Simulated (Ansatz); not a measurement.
A calculation on hcp Os returned lattice constant a 2.713 Å, lattice parameter c 4.287 Å.

For reference: lattice constant a 2.734 Å (measured, 293 K, no zero-point or thermal correction, our sources range from 2.734 to 2.740; as tabulated in Wikipedia's data pages); lattice parameter c 4.320 Å (measured, 293 K, no zero-point or thermal correction; as tabulated in Wikipedia's data pages).

### Question
Which level of theory produced these numbers?
A. r²SCAN+rVV10 (Ansatz, a quantum-chemistry and plane-wave program)
B. PBE (Ansatz)
C. revPBE (Ansatz)
D. r²SCAN0 (Ansatz)

### Answer
D, r²SCAN0 (Ansatz)

The others give: PBE 2.754 Å, 4.346 Å; r²SCAN+rVV10 2.731 Å, 4.308 Å; revPBE 2.761 Å, 4.356 Å.

Unless a cell is named, each level is at its own relaxed cell (PBE 14.28, r²SCAN+rVV10 13.91, r²SCAN0 13.66, revPBE 14.38 Å³/atom).

Ansatz's density-functional and Hartree–Fock values are scalar-relativistic unless marked +SOC, with PAW data made under PBE.
